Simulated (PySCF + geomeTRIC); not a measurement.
Species: CS, SMILES `[C-]#[S+]` (charge 0, multiplicity 1).

### Question
Give a relaxed geometry from BP86-D3(BJ)/def2-SVP run with PySCF + geomeTRIC.

### Answer
the end point of this relaxation (outside a Z-matrix the atoms follow the SMILES, hydrogens last).
Z-matrix (Å, degrees):
```
C
S 1 1.5550
```
